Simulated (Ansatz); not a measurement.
C2H8S, closed shell: a pair in one relaxed arrangement.

The input file, in.yaml:

```yaml
crystal:
  periodic: [false, false, false]
  atoms:
    - {symbol: S, position_ang: [0.551538, 0.096510, -3.001441]}
    - {symbol: H, position_ang: [-0.652376, 0.524113, -2.592213]}
    - {symbol: H, position_ang: [0.627728, -0.798991, -2.005413]}
    - {symbol: C, position_ang: [0.015321, 0.776558, 1.002480]}
    - {symbol: C, position_ang: [-0.147327, -0.729503, 0.895236]}
    - {symbol: H, position_ang: [-0.931560, 1.262259, 1.250366]}
    - {symbol: H, position_ang: [0.733970, 1.043002, 1.780946]}
    - {symbol: H, position_ang: [0.373801, 1.206665, 0.064225]}
    - {symbol: H, position_ang: [0.798586, -1.215709, 0.641774]}
    - {symbol: H, position_ang: [-0.877051, -1.001370, 0.127675]}
    - {symbol: H, position_ang: [-0.492730, -1.163636, 1.836464]}
basis:
  gaussian: {orbitals: def2-SVP}
hamiltonian: {xc: {name: wB97M-V}}
```

Run by:

```bash
ansatz run in.yaml --threads 4 --pin off --events-out ev --progress --plain --max-ram 9574MiB
```

What Ansatz 0.2.0 printed:

```
Functional definition: wB97M-V
  name "wB97M-V"
  cite "Mardirossian & Head-Gordon, J. Chem. Phys. 144, 214110 (2016) doi:10.1063/1.4952647"
  cite "Becke, J. Chem. Phys. 107, 8554 (1997) doi:10.1063/1.475007"
  cite "Vydrov & Van Voorhis, J. Chem. Phys. 133, 244103 (2010) doi:10.1063/1.3521275"
  # Of w^i u^j: cxij and so on, Table III.
  parameter omega = 0.3/bohr
  parameter cx = 0.15
  parameter cx01 = 1.007
  parameter cx10 = 0.259
  parameter css00 = 0.443
  parameter css04 = -1.437
  parameter css10 = -4.535
  parameter css20 = -3.390
  parameter css43 = 4.278
  parameter cos00 = 1.000
  parameter cos10 = 1.358
  parameter cos20 = 2.924
  parameter cos21 = -8.812
  parameter cos60 = -1.390
  parameter cos61 = 9.142
  parameter b = 6.0
  parameter c = 0.01
  gx(w, u) = 1 - cx + cx01*u + cx10*w
  gss(w, u) = css00 + css04*u^4 + css10*w + css20*w^2 + css43*w^4*u^3
  gos(w, u) = cos00 + cos10*w + (cos20 + cos21*u)*w^2 + (cos60 + cos61*u)*w^6
  exchange = spin_sum(e_x_unif_sr(omega)*gx(b97_w, b97_u_x)) + cx*exact_x_sr(omega) + exact_x_lr(omega)
  correlation = spin_sum(e_c_pw_mod_same_spin*gss(b97_w, b97_u_same))
      + integral(e_c_pw_mod_opposite_spin*gos(b97_w_opposite, b97_u_opposite)) + vv10(b, c)
985 factors; their error is unknown
272 factors; integrals over basis functions are off by at most 9.2e-6 eV
mean field evaluation 1: about -13029.6447 eV, gradient 3.3e1 eV
mean field evaluation 2: about -13031.1195 eV, gradient 2.3e1 eV
mean field evaluation 4: about -13032.4267 eV, gradient 4.5e-1 eV
mean field evaluation 8: about -13032.4387 eV, gradient 4.8e-3 eV
mean field -13032.43868485 eV, -478.9332879641 hartree, gradient 3.0e-5 eV, S^2 0.000000; 0 other end points of the search recorded, 0 dependent functions left out
reference -13032.43872432 eV, -478.9332894144 hartree; 18, 18 occupied and 68, 68 virtual orbitals, 985 factors
Total energy: -13032.43872432 eV, -478.9332894144 hartree
```

Hardware: 4 CPU threads of an Arm Neoverse V2, shared host. Wall time about 2.1 s.
